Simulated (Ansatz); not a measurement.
in.yaml

```yaml
crystal:
  periodic: [false, false, false]
  atoms:
    - {symbol: C, position_ang: [-0.127357, 0.000000, 0.000000]}
    - {symbol: H, position_ang: [-0.490563, 1.027301, 0.000000]}
    - {symbol: H, position_ang: [-0.490563, -0.513650, 0.889668]}
    - {symbol: H, position_ang: [-0.490563, -0.513650, -0.889669]}
    - {symbol: H, position_ang: [1.002643, 0.000000, 0.000000]}
    - {symbol: H, position_ang: [1.986643, 0.000000, 0.000000]}
basis:
  gaussian: {orbitals: cc-pVDZ}
magnetization: {spin_polarized: false, initial_magnetization: 1}
correlation: {method: bccd_t, electrons: all}
scf: {lower_state_search: full}
```

```sh
$ ansatz run in.yaml --threads 1 --pin off --events-out ev --progress --plain --max-ram 2393MiB
```

Log:

```
345 factors; integrals over basis functions are off by at most 1.4e-3 eV
mean field evaluation 1: about -1105.1397 eV, gradient 1.7e1 eV
mean field evaluation 2: about -1105.1396 eV, gradient 1.7e1 eV
mean field evaluation 4: about -1106.2315 eV, gradient 2.4e0 eV
mean field evaluation 8: about -1106.2889 eV, gradient 9.2e-4 eV
mean field evaluation 16: about -1106.2888 eV, gradient 1.8e-1 eV
mean field evaluation 32: about -1061.1725 eV, gradient 3.8e1 eV
mean field -1106.28893298 eV, -40.6553684176 hartree, gradient 6.4e-7 eV, S^2 0.750000; 3 other end points of the search recorded, 0 dependent functions left out
mean field evaluation 64: about -1106.4304 eV, gradient 1.9e-3 eV
reference -1106.28893298 eV, -40.6553684176 hartree; 6, 5 occupied and 33, 34 virtual orbitals, 345 factors
second order -4.76484487 eV of doubles, -0.07381077 eV of singles
cycle   1  -5.35406804 eV  change   -5.1e-1 eV  update   4.7e-2
cycle   2  -5.51803683 eV  change   -1.6e-1 eV  update   1.8e-2
cycle   3  -5.53620801 eV  change   -1.8e-2 eV  update   7.8e-3
cycle   4  -5.53515386 eV  change    1.1e-3 eV  update   3.9e-3
cycle   5  -5.53376669 eV  change    1.4e-3 eV  update   1.1e-3
cycle   6  -5.53360303 eV  change    1.6e-4 eV  update   2.6e-4
cycle   7  -5.53357748 eV  change    2.6e-5 eV  update   6.2e-5
cycle   8  -5.53356019 eV  change    1.7e-5 eV  update   1.6e-5
cycle   9  -5.53355807 eV  change    2.1e-6 eV  update   3.7e-6
perturbative correction -0.12036099 eV, -0.0044231848 hartree
Total energy: -1111.94285204 eV, -40.8631461106 hartree
```

Ran on 1 thread of Intel Xeon 6975P-C, shared host: 1.2 s wall, 0.18 GiB peak host memory.
